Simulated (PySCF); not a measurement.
C₄H₈P (charge +1).
Structure used (GFN2-xTB), in Å, numbered top down from 1:
```
atom  x, y, z in Å
C1    -1.483   -0.626    0.295
C2    -1.030    0.550   -0.560
P3     0.794    0.752   -0.490
C4     1.738    0.196    0.918
C5     1.872   -0.621   -0.123
H6    -2.564   -0.719    0.227
H7    -1.224   -0.483    1.342
H8    -1.045   -1.561   -0.049
H9    -1.482    1.487   -0.217
H10   -1.309    0.408   -1.610
H11    1.358    1.780   -1.220
H12    2.030    0.361    1.934
H13    2.340   -1.521   -0.465
```

Method used: TDDFT CAM-B3LYP/def2-SVPD, vertical, gas phase, core orbitals frozen in the response (PySCF 2.14.0, density-fitted response routines).

Computed states:

```json
{"state": "S1", "E (eV)": "6.46", "f": "0.0039"}
{"state": "S2", "E (eV)": "7.08", "f": "0.0075"}
{"state": "S3", "E (eV)": "7.24", "f": "0.039"}
{"state": "S4", "E (eV)": "7.71", "f": "0.0012"}
{"state": "S5", "E (eV)": "8.10", "f": "0.158"}
{"state": "S6", "E (eV)": "8.62", "f": "0.012"}
{"state": "S7", "E (eV)": "8.62", "f": "0.051"}
{"state": "S8", "E (eV)": "8.69", "f": "0.033"}
```

Each state is given a Gaussian of 0.25 eV full width at half maximum, with ε(max) = 2.175×10⁸ f / Δν̃ (Δν̃ the width in cm⁻¹). The width is an assumption, not a result. The curve ends short of the highest state used, and states not computed would add to its high-energy end.

Problem. What does the envelope look like, and where are its maxima?

Solution. 
```json
{"λ (nm)": "153.3", "ε (L mol⁻¹ cm⁻¹)": "16873"}
{"λ (nm)": "154.5", "ε (L mol⁻¹ cm⁻¹)": "12984"}
{"λ (nm)": "155.6", "ε (L mol⁻¹ cm⁻¹)": "7591"}
{"λ (nm)": "156.8", "ε (L mol⁻¹ cm⁻¹)": "3119"}
{"λ (nm)": "158.0", "ε (L mol⁻¹ cm⁻¹)": "985"}
{"λ (nm)": "159.2", "ε (L mol⁻¹ cm⁻¹)": "308"}
{"λ (nm)": "160.3", "ε (L mol⁻¹ cm⁻¹)": "169"}
{"λ (nm)": "161.5", "ε (L mol⁻¹ cm⁻¹)": "130"}
{"λ (nm)": "162.7", "ε (L mol⁻¹ cm⁻¹)": "98"}
{"λ (nm)": "163.9", "ε (L mol⁻¹ cm⁻¹)": "91"}
{"λ (nm)": "165.0", "ε (L mol⁻¹ cm⁻¹)": "178"}
{"λ (nm)": "166.2", "ε (L mol⁻¹ cm⁻¹)": "516"}
{"λ (nm)": "167.4", "ε (L mol⁻¹ cm⁻¹)": "1270"}
{"λ (nm)": "168.6", "ε (L mol⁻¹ cm⁻¹)": "2446"}
{"λ (nm)": "169.7", "ε (L mol⁻¹ cm⁻¹)": "3603"}
{"λ (nm)": "170.9", "ε (L mol⁻¹ cm⁻¹)": "4418"}
{"λ (nm)": "172.1", "ε (L mol⁻¹ cm⁻¹)": "4403"}
{"λ (nm)": "173.3", "ε (L mol⁻¹ cm⁻¹)": "3670"}
{"λ (nm)": "174.4", "ε (L mol⁻¹ cm⁻¹)": "2739"}
{"λ (nm)": "175.6", "ε (L mol⁻¹ cm⁻¹)": "1797"}
{"λ (nm)": "176.8", "ε (L mol⁻¹ cm⁻¹)": "1084"}
{"λ (nm)": "178.0", "ε (L mol⁻¹ cm⁻¹)": "601"}
{"λ (nm)": "179.1", "ε (L mol⁻¹ cm⁻¹)": "320"}
{"λ (nm)": "180.3", "ε (L mol⁻¹ cm⁻¹)": "143"}
{"λ (nm)": "181.5", "ε (L mol⁻¹ cm⁻¹)": "56"}
{"λ (nm)": "182.7", "ε (L mol⁻¹ cm⁻¹)": "22"}
{"λ (nm)": "183.8", "ε (L mol⁻¹ cm⁻¹)": "17"}
{"λ (nm)": "185.0", "ε (L mol⁻¹ cm⁻¹)": "32"}
{"λ (nm)": "186.2", "ε (L mol⁻¹ cm⁻¹)": "71"}
{"λ (nm)": "187.4", "ε (L mol⁻¹ cm⁻¹)": "139"}
{"λ (nm)": "188.5", "ε (L mol⁻¹ cm⁻¹)": "222"}
{"λ (nm)": "189.7", "ε (L mol⁻¹ cm⁻¹)": "320"}
{"λ (nm)": "190.9", "ε (L mol⁻¹ cm⁻¹)": "394"}
{"λ (nm)": "192.1", "ε (L mol⁻¹ cm⁻¹)": "417"}
{"λ (nm)": "193.2", "ε (L mol⁻¹ cm⁻¹)": "388"}
{"λ (nm)": "194.4", "ε (L mol⁻¹ cm⁻¹)": "313"}
{"λ (nm)": "195.6", "ε (L mol⁻¹ cm⁻¹)": "221"}
{"λ (nm)": "196.8", "ε (L mol⁻¹ cm⁻¹)": "137"}
{"λ (nm)": "197.9", "ε (L mol⁻¹ cm⁻¹)": "80"}
{"λ (nm)": "199.1", "ε (L mol⁻¹ cm⁻¹)": "39"}
{"λ (nm)": "200.3", "ε (L mol⁻¹ cm⁻¹)": "17"}
{"λ (nm)": "201.5", "ε (L mol⁻¹ cm⁻¹)": "7"}
{"λ (nm)": "202.6", "ε (L mol⁻¹ cm⁻¹)": "3"}
{"λ (nm)": "203.8", "ε (L mol⁻¹ cm⁻¹)": "1"}
```

Maxima: 192 nm (6.46 eV), ε about 420, made up of S1 (100%); 171 nm (7.23 eV), ε about 4500, made up of S3 (94%) (ε in L mol⁻¹ cm⁻¹; maxima over ε = 5, shares over 10%). At its high-energy end, 8.09 eV, the curve is still rising (ε about 17000, from S5).

Problem. Coming from long wavelengths, where does ε first pass 100 L mol⁻¹ cm⁻¹?

Solution. At about 197 nm (6.28 eV), 0.18 eV below S1.

Problem. On this curve, what absorbance would a 10⁻⁴ mol/L sample give at 193 nm over a 1 cm path?

Solution. 193 nm is 6.424 eV, where ε is about 400 L mol⁻¹ cm⁻¹, so A = ε c l ≈ 0.04 (Beer–Lambert, with the gas-phase spectrum and the assumed width).

Problem. What would ε be at 7.23 eV, the highest of these maxima, with half the width (0.125 eV)?

Solution. About 8350 L mol⁻¹ cm⁻¹ against 4520, a factor of about 1.8; a lone state at its own centre would give exactly 2.

One conformer stands for the species.
